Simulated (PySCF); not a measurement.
Species: 2H-azirine, C₂H₃N.
SMILES with atom numbers: `[CH:1]1=[N:2][CH2:3]1` (hydrogens: H4 on C1; H5, H6 on C3)

Structure used (GFN2-xTB), in Å, numbered top down from 1:
```
atom  x, y, z in Å
C1     0.8370   -0.0581   -0.0181
N2     0.2760   -0.6437    0.9325
C3    -0.6074    0.0753   -0.0435
H4     1.7707    0.1698   -0.4714
H5    -1.1989   -0.5319   -0.7155
H6    -1.0743    0.9907    0.2943
```

A PySCF run (density fitting, gas phase, GFN2-xTB geometry) gave HOMO -7.84 eV, LUMO -0.50 eV, dipole 2.32 D and E = -132.504 Eh.

Question: Which of these levels was it?
A. PBE0/pcSseg-1
B. CAM-B3LYP/def2-SVPD
C. wB97X/pcSseg-1
D. KT3/pcSseg-1

Answer: A. It is PBE0/pcSseg-1. All candidates on this geometry:

```tsv
level and settings	kind	basis functions	SCF cycles	E (Eh)	HOMO (eV)	LUMO (eV)	dipole (D)
KT3/pcSseg-1, fitting basis def2-qzvpp-jkfit	GGA	66	9	-134.7500	-6.51	-1.58	2.13
PBE0/pcSseg-1	global hybrid	66	13	-132.5042	-7.84	-0.50	2.32
CAM-B3LYP/def2-SVPD	range-separated hybrid	84	12	-132.5146	-9.35	0.53	2.31
wB97X/pcSseg-1	range-separated hybrid	66	13	-132.6274	-10.29	1.92	2.38
```

The nearest other candidate, by the summed differences of HOMO and LUMO, is KT3/pcSseg-1: its HOMO differs by +1.33 eV and its LUMO by -1.08 eV. Cycle counts include a coarse-grid stage where the run had one. KT3 was designed for NMR shieldings or shifts; total energies of different functionals aren't comparable.
